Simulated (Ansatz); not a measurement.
Geometry optimisation, Ansatz 0.2.0, RKS B3LYP-D4/def2-SVP.

The input (input.yaml):

```yaml
crystal:
  periodic: [false, false, false]
  atoms:
    - { symbol: Si, position_ang: [0.207297, 0.002322, 0.077727] }
    - { symbol: F, position_ang: [0.471582, 0.026511, 1.650387] }
    - { symbol: H, position_ang: [1.6314, 0.042825, -0.1868] }
    - { symbol: Cl, position_ang: [-0.821798, 1.667201, -0.549018] }
    - { symbol: H, position_ang: [-0.560882, -1.19216, -0.335697] }
basis:
  gaussian: { orbitals: def2-SVP }
hamiltonian:
  xc: b3lyp
  dispersion: d4
relax:
  f_tol: 0.03
  max_steps: 50
```

Launched with:

```bash
$ ansatz run input.yaml --threads 1 --pin off --max-ram 2048MiB --backend cpu --events-out ev --progress --plain --runs-dir out
```

Task: Where does it end, and by what steps?

Result: The run converged. After 4 steps the energy has fallen by 0.266 eV; H3 moved furthest, 0.20 Å.

```csv
step,energy less start (eV),largest force component (eV/Å),accepted
0,0.0000,1.517,yes
1,-0.2499,0.170,yes
2,-0.2644,0.190,yes
3,-0.2632,0.321,no
4,-0.2664,0.026,yes
```

```xyz
5
Properties=species:S:1:pos:R:3
Si 0.246 0.003 0.125
F 0.303 0.026 1.743
H 1.633 0.048 -0.391
Cl -0.764 1.680 -0.521
H -0.491 -1.210 -0.299
```

Whether the end is a true minimum wasn't checked by a vibrational analysis.

Time of the run: 9.8 s on 1 thread of Arm Neoverse V1, with other jobs on the host, peak memory 0.12 GiB.
